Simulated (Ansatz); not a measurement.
The input, for Ansatz 0.2.0:

```yaml
crystal:
  periodic: [false, false, false]
  atoms:
    - {symbol: Si, position_ang: [-0.012520, 0.078975, -0.123939]}
    - {symbol: H, position_ang: [-0.012520, -1.214172, -0.868671]}
    - {symbol: H, position_ang: [0.813211, -0.667985, 2.859025]}
    - {symbol: H, position_ang: [-0.451841, -0.318437, 1.463115]}
basis:
  gaussian: {orbitals: cc-pVDZ}
total_charge: 1
magnetization: {spin_polarized: true, initial_magnetization: 2}
hamiltonian: {xc: {name: PBE0}}
correlation: {method: ccsdt, electrons: valence}
scf: {lower_state_search: off}
output: {forces: true}
```

```sh
$ ansatz run in.yaml --threads 1 --pin off --events-out ev --progress --plain --max-ram 2393MiB
```

(1) Roughly how long does this take on 1 thread of AMD EPYC 7B13, shared host, and how much host memory?

```
these checks for a lower state are left out or cut short: starts, cluster_reference, orbital_swaps, neighbouring_geometries, increment
605 factors; integrals over basis functions are off by at most 1.7e-7 eV
mean field evaluation 1: about -7906.9210 eV, gradient 9.6e0 eV
mean field evaluation 2: about -7906.9197 eV, gradient 9.6e0 eV
mean field evaluation 4: about -7908.6176 eV, gradient 1.3e0 eV
mean field evaluation 8: about -7908.6671 eV, gradient 7.6e-2 eV
mean field evaluation 16: about -7908.6674 eV, gradient 8.6e-5 eV
mean field -7908.66744221 eV, -290.6381678139 hartree, gradient 3.8e-6 eV, S^2 2.005043; 0 other end points of the search recorded, 0 dependent functions left out
5 core orbitals not correlated: weight in the atoms' cores, before any rotation towards them, 1.000 or more for the frozen orbitals, at most 0.000 for the correlated occupied ones
reference -7896.60915301 eV, -290.1950338591 hartree; 4, 2 occupied and 24, 26 virtual orbitals, 605 factors
second order -1.89838353 eV of doubles, -0.15698542 eV of singles
cycle   1  -2.44007709 eV  change   -3.9e-1 eV  update   5.5e-2
cycle   2  -2.66603744 eV  change   -2.3e-1 eV  update   2.6e-2
cycle   3  -2.68300183 eV  change   -1.7e-2 eV  update   9.2e-3
cycle   4  -2.69256260 eV  change   -9.6e-3 eV  update   5.3e-3
cycle   5  -2.69241976 eV  change    1.4e-4 eV  update   2.2e-3
cycle   6  -2.69212247 eV  change    3.0e-4 eV  update   1.2e-3
cycle   7  -2.69276487 eV  change   -6.4e-4 eV  update   6.8e-4
cycle   8  -2.69268823 eV  change    7.7e-5 eV  update   3.5e-4
cycle   9  -2.69260413 eV  change    8.4e-5 eV  update   1.9e-4
cycle  10  -2.69269123 eV  change   -8.7e-5 eV  update   1.2e-4
cycle  11  -2.69275188 eV  change   -6.1e-5 eV  update   8.0e-5
cycle  12  -2.69273403 eV  change    1.8e-5 eV  update   5.2e-5
cycle  13  -2.69271320 eV  change    2.1e-5 eV  update   2.9e-5
cycle  14  -2.69270918 eV  change    4.0e-6 eV  update   1.6e-5
cycle  15  -2.69271982 eV  change   -1.1e-5 eV  update   8.7e-6
cycle  16  -2.69272382 eV  change   -4.0e-6 eV  update   4.6e-6
cycle  17  -2.69272262 eV  change    1.2e-6 eV  update   2.7e-6
cycle  18  -2.69272094 eV  change    1.7e-6 eV  update   1.5e-6
cycle  19  -2.69272090 eV  change    3.8e-8 eV  update   8.6e-7
cycle  20  -2.69272131 eV  change   -4.1e-7 eV  update   5.8e-7
the calculation of the forces begins
Total energy: -7899.30187432 eV, -290.2939895422 hartree
Atom 0 at    -0.012520     0.078975    -0.123939 Å, force    -0.727586    -1.000451     2.369246 eV/Å
Atom 1 at    -0.012520    -1.214172    -0.868671 Å, force     0.132545     0.069781    -0.556131 eV/Å
Atom 2 at     0.813211    -0.667985     2.859025 Å, force     0.159153    -0.043196     0.214438 eV/Å
Atom 3 at    -0.451841    -0.318437     1.463115 Å, force     0.435888     0.973866    -2.027553 eV/Å
Dipole moment:    -0.029411     0.067126    -0.143891 e Å
Checks for a lower state left out: starts, cluster_reference, orbital_swaps, neighbouring_geometries, increment
```

Forces (eV/Å):
```
Si  -0.728 -1.000  2.369
H    0.133  0.070 -0.556
H    0.159 -0.043  0.214
H    0.436  0.974 -2.028
```

Answers

(1) 11 s wall and 0.21 GiB.
